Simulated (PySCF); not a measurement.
**H2S: breathing scan**

All numbers come from PBE/[S def2-TZVP, H def2-TZVP], no relativity, density fitting, PySCF.

Rigid scan from the singlet minimum (S–H 1.352 Å (×2); H–S–H 91.8°). Coordinate: all bonds to the central atom scaled together. Energies in kJ/mol from the minimum.

| scale of all bonds to the centre | E (kJ/mol) | dipole size (D) |
| --- | --- | --- |
| 0.88 | 85.2 | 1.12 |
| 0.92 | 34.2 | 1.13 |
| 0.96 | 7.7 | 1.13 |
| 1.00 | 0.0 | 1.13 |
| 1.04 | 6.4 | 1.12 |
| 1.08 | 23.4 | 1.11 |
| 1.14 | 62.9 | 1.09 |
| 1.22 | 131.6 | 1.06 |
| 1.35 | 259.4 | 0.99 |

At long bonds a restricted determinant can lie too high, and another spin state can fall below this curve.

Other isomers or separated fragments may lie lower.
